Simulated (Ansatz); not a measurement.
**AlSiH7O (built from SMILES [OH][AlH2].[SiH4]): a short trajectory**

The task is to watch the atoms for 40 steps of 0.5 fs, started with velocities for 300 K and run with a Langevin thermostat, and see to which side of the barrier the system falls.

Computed with Ansatz 0.2.0, Gaussian basis. Level: PBE0-D4/def2-SVP.

**1. Where the work starts**

The start, a first-order saddle point found at PBE0-D4 in triple zeta: 10 atoms, charge 0, spin multiplicity 1.

Atoms are counted from 1 here; the program's logs count them from 0.

Bond lengths: Al1–O2 1.854 Å, Al1–H3 1.579 Å, Al1–H4 1.584 Å, Al1–H5 1.841 Å, Al1–Si6 2.659 Å, O2–H5 1.248 Å, O2–H7 0.963 Å, Si6–H8 1.489 Å, Si6–H9 1.488 Å, Si6–H10 1.500 Å. Angles: O2–Al1–H3 113.5°, O2–Al1–H4 112.3°, O2–Al1–H5 39.5°, O2–Al1–Si6 85.2°, H3–Al1–H4 125.5°, H3–Al1–H5 118.4°, H3–Al1–Si6 105.1°, H4–Al1–H5 115.5°, H4–Al1–Si6 106.5°, H5–Al1–Si6 45.7°, Al1–O2–H5 69.7°, Al1–O2–H7 118.9°, H5–O2–H7 111.0°, Al1–H5–O2 70.8°, Al1–Si6–H8 123.5°, Al1–Si6–H9 121.6°, Al1–Si6–H10 81.9°, H8–Si6–H9 109.2° and more.

As a file:

```xyz
10

Al    0.2088   -1.2174   -0.4295
O     1.0780    0.0058   -1.5184
H    -1.0466   -1.8879   -1.1127
H     1.1977   -1.9311    0.5814
H     0.4453    0.5979   -0.6207
Si   -0.7466    0.9216    0.8292
H     2.0268    0.1312   -1.4128
H     0.0692    1.7739    1.7380
H    -1.8509    1.7363    0.2552
H    -1.3817   -0.1303    1.6903
```

**2. The run**

md/in.yaml reads:

```yaml
crystal:
  periodic: [false, false, false]
  atoms:
    - {symbol: Al, position_ang: [0.208813, -1.217418, -0.429483]}
    - {symbol: O, position_ang: [1.077953, 0.005816, -1.518449]}
    - {symbol: H, position_ang: [-1.046616, -1.887877, -1.112736]}
    - {symbol: H, position_ang: [1.197684, -1.931092, 0.581442]}
    - {symbol: H, position_ang: [0.445340, 0.597905, -0.620695]}
    - {symbol: Si, position_ang: [-0.746572, 0.921582, 0.829200]}
    - {symbol: H, position_ang: [2.026773, 0.131173, -1.412755]}
    - {symbol: H, position_ang: [0.069181, 1.773916, 1.738049]}
    - {symbol: H, position_ang: [-1.850880, 1.736284, 0.255181]}
    - {symbol: H, position_ang: [-1.381676, -0.130289, 1.690345]}
basis:
  gaussian: {orbitals: def2-SVP}
hamiltonian: {xc: pbe0, dispersion: d4}
md: {n_steps: 40, timestep: 0.5, temperature: 300, ensemble: nvt_langevin, seed: 870, friction: 0.05, initial_velocities: maxwell_boltzmann}
```

Launch:

```bash
$ ansatz run in.yaml --threads 2 --pin off --events-out ev --progress --plain --max-ram 4352MiB
```

**Question.** What will these runs give? Wanted: temperature at the start; mean temperature, second half; lowest and highest potential energy, from the first frame; largest change of potential + kinetic.

The runs gave:

| quantity | value |
| --- | --- |
| length | 40 steps, 20.0 fs |
| temperature at the start | 270 K |
| mean temperature, second half | 300 K |
| lowest and highest potential energy, from the first frame | -99 and 198 meV |
| largest change of potential + kinetic | 157.0 meV |

By the last frame it has moved towards the side where Al1–Si6, O2–H5 form. The thermostat trades energy with the molecule, so the sum of potential and kinetic energy isn't conserved: it changes by +59 meV over the run. The temperature runs between 192 and 392 K. Under Langevin the temperature counts 3N degrees of freedom, more than the drawn velocities fill, so it starts at 270 K, not 300 K.
